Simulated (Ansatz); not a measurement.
# C5O: the cost of one run

Program: Ansatz 0.2.0. Level of theory: the levels named in each step. These are calculated values, not measurements.

## (1) The system as given

Bond lengths: C1–C2 1.269 Å, C2–C3 1.294 Å, C3–C4 1.264 Å, C4–C5 1.279 Å, C5–O6 1.155 Å. Angles: C1–C2–C3 180.0°, C2–C3–C4 180.0°, C3–C4–C5 180.0°, C4–C5–O6 180.0°.

Structure file:

```xyz
6

C     0.0000    0.0000   -3.1702
C     0.0000    0.0000   -1.9017
C     0.0000    0.0000   -0.6076
C     0.0000    0.0000    0.6559
C     0.0000    0.0000    1.9345
O     0.0000    0.0000    3.0890
```

## (2) A rough first relaxation, PBE-D4/def2-SVP

Contents of input.yaml:

```yaml
crystal:
  periodic: [false, false, false]
  atoms:
    - { symbol: C, position_ang: [0.0, 0.0, -3.17016] }
    - { symbol: C, position_ang: [0.0, 0.0, -1.90165] }
    - { symbol: C, position_ang: [0.0, 0.0, -0.60761] }
    - { symbol: C, position_ang: [0.0, 0.0, 0.65593] }
    - { symbol: C, position_ang: [0.0, 0.0, 1.93447] }
    - { symbol: O, position_ang: [0.0, 0.0, 3.08903] }
basis:
  gaussian: { orbitals: def2-SVP }
hamiltonian:
  xc: pbe
  dispersion: d4
relax:
  f_tol: 0.03
  max_steps: 200
```

Command:

```
> ansatz run input.yaml --threads 4 --pin off --max-ram 10240MiB --backend cpu --events-out ev --progress --plain --runs-dir out
```

**Question.** How long does this run take on 4 threads of AMD EPYC 9R14 (Zen 4), shared host, and how much memory does it need?

About 1.6 s, with a peak of 0.13 GiB.
